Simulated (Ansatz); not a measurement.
A made-up structure of CH₃OSi, doublet:

```xyz
6
angstrom
C -1.1635 -0.4069 -0.6303
Si 0.3214 0.2497 -0.2901
O 1.1131 0.2311 1.1374
H -2.1232 -0.8330 -0.8445
H 1.1769 0.9682 -1.2424
H -0.8744 -1.1991 -1.2726
```

It is relaxed with PBE-D4/def2-SVP and then PBE0-D4/def2-TZVP (Ansatz 0.2.0). Atoms count as bonded within 1.22 times the sum of their covalent radii (H–H: 0.88 Å). The end point is not checked to be a true minimum.

**Question.** Does its bonding change? (Judge from chemistry; the calculation decides.)

**Answer.** Computed: No: no bond forms or breaks.

Where it ends: The first stage lowers the energy by 1.91 eV in 9 steps. It ends as CH₃OSi ([CH2][SiH][O]):
C1  (-1.025, -0.620, -0.849)
Si2  (0.424, 0.245, -0.193)
O3  (0.658, 0.551, 1.280)
H4  (-1.820, -0.972, -0.200)
H5  (1.369, 0.626, -1.271)
H6  (-1.155, -0.819, -1.909)
(Å)

Labels in which every atom is bracketed show which atoms are joined, not bond orders.

For scale, one of the runs: PBE0-D4/def2-TZVP relaxation, 117 basis functions, launched by `ansatz run in.yaml --threads 2 --pin off --events-out ev --progress --plain --max-ram 4352MiB`. Hardware: 2 CPU threads of an Arm Neoverse V1, shared host. Wall time about 19 s.
